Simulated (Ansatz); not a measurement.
# ClF (singlet): from Hartree-Fock to the top rungs, STO-3G

How much of the correlation energy of ClF (singlet) does each wave-function method recover here?

Method: STO-3G, core rule «outside noble gas», up to 6 orbitals frozen; program: Ansatz 0.2.0, Gaussian basis.

The runs, in order: UHF; CCSD(T) on RHF; BCCD(T) on RHF; CISD; CCSDT(Q) on RHF; CISDTQ; CCSDTQ on RHF; CASSCF and MRCISD+Q, 14 electrons in 8 orbitals; CASSCF and NEVPT2, 14 electrons in 8 orbitals; Full CI.

9 further runs of the same task are left out: 9 set aside as unsound or not needed.

### 1 The geometry

The geometry is an MP2(full)/6-31G* stationary point (not a proven minimum).

2 atoms, charge 0, spin multiplicity 1.

Atoms are counted from 1 here; the program's logs count them from 0.

Bond lengths: F1–Cl2 1.659 Å.

Coordinates:

```mol
ClF
  3D, bonds by distance, orders not assigned

  2  1  0  0  0  0  0  0  0  0999 V2000
    0.0000    0.0000    0.0000 F   0  0
    0.0000    0.0000    1.6591 Cl  0  0
  1  2  8  0
M  END
```

### 2 UHF

File in.yaml:

```yaml
crystal:
  periodic: [false, false, false]
  atoms:
    - {symbol: F, position_ang: [0.000000, 0.000000, 0.000000]}
    - {symbol: Cl, position_ang: [0.000000, 0.000000, 1.659096]}
basis:
  gaussian: {orbitals: STO-3G}
magnetization: {spin_polarized: true, initial_magnetization: 0}
hamiltonian: {xc: hf}
output: {orbitals: {seedname: orbitals}}
```

Command:

```
> ansatz run in.yaml --threads 1 --pin off --events-out ev --progress --plain --max-ram 4096MiB --backend cpu
```

Further steps of the session: CCSD(T) on RHF; BCCD(T) on RHF; CISD; CCSDT(Q) on RHF; CISDTQ; CCSDTQ on RHF; CASSCF and MRCISD+Q, 14 electrons in 8 orbitals; CASSCF and NEVPT2, 14 electrons in 8 orbitals; Full CI.

**Question.** What will the summary of the whole plan be? Wanted: FCI below the RHF energy; RMP2 from FCI; RCCSD from FCI; RCCSD(T) from FCI; RCCSDT(Q) from FCI; NEVPT2 valence from FCI; MRCISD+Q valence from FCI; T1 diagnostic; effectively unpaired electrons.

**Answer**, as computed:

| quantity | value |
| --- | --- |
| FCI below the RHF energy | -1.3644 eV |
| RMP2 from FCI | +477.1 meV |
| RCCSD from FCI | +0.1 meV |
| RCCSD(T) from FCI | +0.1 meV |
| RCCSDT(Q) from FCI | 0.0 meV |
| NEVPT2 valence from FCI | -0.2 meV |
| MRCISD+Q valence from FCI | -0.2 meV |
| levels within 1 kcal/mol (43 meV) | CISD, RCCSD, RCCSD(T), BCCD(T), RCCSDT, CISDTQ, RCCSDT(Q), RCCSDTQ, CASSCF valence, NEVPT2 valence, MRCISD valence, MRCISD+Q valence |
| T1 diagnostic | 0.004 |
| effectively unpaired electrons | 0.06 |

In words: RCCSD(T) misses by +0.1 meV, 0.0 % of the correlation energy. One determinant dominates. Of the multireference levels listed NEVPT2 valence comes nearest in total energy (-0.2 meV), which doesn't show that its space is the better one. These misses are within one basis, not against nature.
